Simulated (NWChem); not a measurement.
# Total energies of CH

```xyz
2

C      0.0000     0.0000     0.1620
H      0.0000     0.0000    -0.9722
```
Charge 0, spin multiplicity 2.

The numbers come from NWChem runs, not from measurements. All single points use one geometry, from UPBE0/def2-SVP, a minimum by its harmonic frequencies.

Basis set: cc-pVDZ (19 functions).

```
method   total energy (Ha)
-------  -----------------
UHF              -38.27247
UMP2             -38.35214
UB2PLYP          -38.44018
UPBE             -38.41809
UB3LYP           -38.48465
Ur2SCAN          -38.45120
```

Total energies of different functionals aren't comparable as a measure of quality: only differences taken within one method are. 

The correlated methods keep 1 core orbital frozen. B3LYP has NWChem's definition, with VWN1-RPA local correlation. This spin state was chosen for the runs; another may lie lower. The structure started from a generated list of species. The unpaired electrons of the parent sit in orbitals of symmetry b2 (C2v labels of the run); other states weren't searched. The stability of the SCF solutions was not checked. Open-shell Hartree-Fock references start from PBE0 orbitals.
